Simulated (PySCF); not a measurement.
Si(H)2 anion (H2Si), SMILES [SiH2] (connectivity only; charge and spin as stated), charge -1, multiplicity 2. Atoms are numbered in the order given.

```xyz
3

Si     0.0000     0.0000     0.1367
H      0.0000     1.1195    -0.9571
H      0.0000    -1.1195    -0.9571
```
Charge -1, spin multiplicity 2.

Geometry: PBE-D3(BJ)/def2-TZVPD. The multiplicity is an assumed one; other spin states were not compared. The isomer is the one that the SMILES or the coordinates give; other isomers of the formula were not compared.

The numbers are results of IEF-PCM-B3LYP/def2-TZVPD (PySCF 2.14.0), not measurements.

The values are the electrostatic part of the solvation free energy, E(continuum) − E(gas) at the gas-phase geometry, in a cavity of scaled van der Waals radii (PySCF's table); cavitation and dispersion terms are not included.

```json
[
 {"solvent": "water", "ε": "78.36", "ΔG(elec) (kcal/mol)": "-58.1"},
 {"solvent": "dichloromethane", "ε": "8.93", "ΔG(elec) (kcal/mol)": "-52.2"},
 {"solvent": "diethylether", "ε": "4.24", "ΔG(elec) (kcal/mol)": "-44.9"}
]
```
